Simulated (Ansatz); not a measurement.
**BH4 (doublet): the correlation ladder at distance H1–H2 along a hydrogen transfer = 1.034 Å, 6-31G**

How much of the correlation energy of BH4 (doublet) does each wave-function method recover here?

Program: Ansatz 0.2.0, Gaussian basis. Level of theory: 6-31G, core rule «outside noble gas», up to 1 orbitals frozen. These are calculated values, not measurements.

The runs, in order: UHF; CCSD(T) on ROHF; CCSD(T) on UHF; BCCD(T) on ROHF; CISD; CCSDT(Q) on ROHF; CCSDT(Q) on UHF; CISDTQ; CCSDTQ on ROHF; CCSDTQ on UHF; CASSCF and MRCISD+Q, 3 electrons in 3 orbitals; CASSCF and NEVPT2, 3 electrons in 3 orbitals; CASSCF and MRCISD+Q, 7 electrons in 8 orbitals; CASSCF and NEVPT2, 7 electrons in 8 orbitals; Full CI.

5 further runs of the same task are left out: 1 for a mislabelled method, 4 that didn't finish.

## Step 1: The system

The geometry derives from fragments relaxed apart (PBE0/def2-TZVP) and kept rigid, so it is no stationary point. A hydrogen atom is moved between rigid fragments.

5 atoms, charge 0, spin multiplicity 2.

Atoms are counted from 1 here; the program's logs count them from 0.

Bond lengths: H2–B3 1.387 Å, B3–H4 1.191 Å, B3–H5 1.191 Å. Angles: H2–B3–H4 115.3°, H2–B3–H5 115.3°, H4–B3–H5 129.4°.

## Step 2: UHF

in.yaml reads:

```yaml
crystal:
  periodic: [false, false, false]
  atoms:
    - {symbol: H, position_ang: [-2.231547, 0.000000, 0.000000]}
    - {symbol: H, position_ang: [-1.197547, 0.000000, 0.000000]}
    - {symbol: B, position_ang: [0.189453, 0.000000, 0.000000]}
    - {symbol: H, position_ang: [0.698526, 0.000000, 1.077008]}
    - {symbol: H, position_ang: [0.698526, 0.000000, -1.077008]}
basis:
  gaussian: {orbitals: 6-31G}
magnetization: {spin_polarized: true, initial_magnetization: 1}
hamiltonian: {xc: hf}
output: {orbitals: {seedname: orbitals}}
```

On the command line:

```sh
> ansatz run in.yaml --threads 1 --pin off --events-out ev --progress --plain --max-ram 2393MiB
```

The runs that follow: CCSD(T) on ROHF; CCSD(T) on UHF; BCCD(T) on ROHF; CISD; CCSDT(Q) on ROHF; CCSDT(Q) on UHF; CISDTQ; CCSDTQ on ROHF; CCSDTQ on UHF; CASSCF and MRCISD+Q, 3 electrons in 3 orbitals; CASSCF and NEVPT2, 3 electrons in 3 orbitals; CASSCF and MRCISD+Q, 7 electrons in 8 orbitals; CASSCF and NEVPT2, 7 electrons in 8 orbitals; Full CI.

Q: Predict the results of all the runs planned. Wanted: FCI below the RHF energy; RMP2 from FCI; UMP2 from FCI; RCCSD from FCI; RCCSD(T) from FCI; UCCSD(T) from FCI; RCCSDT(Q) from FCI; UCCSDT(Q) from FCI; NEVPT2 pair from FCI.

The runs gave:

```
                         quantity                                                                                                                                        value
         FCI below the RHF energy                                                                                                                                   -2.3913 eV
                    RMP2 from FCI                                                                                                                                   +619.3 meV
                    UMP2 from FCI                                                                                                                                   +607.4 meV
                   RCCSD from FCI                                                                                                                                    +41.5 meV
                RCCSD(T) from FCI                                                                                                                                    +11.2 meV
                UCCSD(T) from FCI                                                                                                                                    +11.2 meV
               RCCSDT(Q) from FCI                                                                                                                                     +0.3 meV
               UCCSDT(Q) from FCI                                                                                                                                     +0.2 meV
             NEVPT2 pair from FCI                                                                                                                                   +446.3 meV
          NEVPT2 valence from FCI                                                                                                                                   +194.6 meV
        MRCISD+Q valence from FCI                                                                                                                                     +5.2 meV
levels within 1 kcal/mol (43 meV)  RCCSD, UCCSD, RCCSD(T), UCCSD(T), BCCD(T), RCCSDT, UCCSDT, CISDTQ, RCCSDT(Q), UCCSDT(Q), RCCSDTQ, UCCSDTQ, MRCISD valence, MRCISD+Q valence
                    T1 diagnostic                                                                                                                                        0.024
   effectively unpaired electrons                                                                                                                                         1.02
```

RCCSD(T) misses by +11.2 meV, 0.5 % of the correlation energy. One determinant dominates. Of the multireference levels listed MRCISD+Q valence comes nearest in total energy (+5.2 meV), which doesn't show that its space is the better one. These misses are within one basis, not against nature; the frozen cores of restricted and unrestricted runs differ, which can shift their rows.
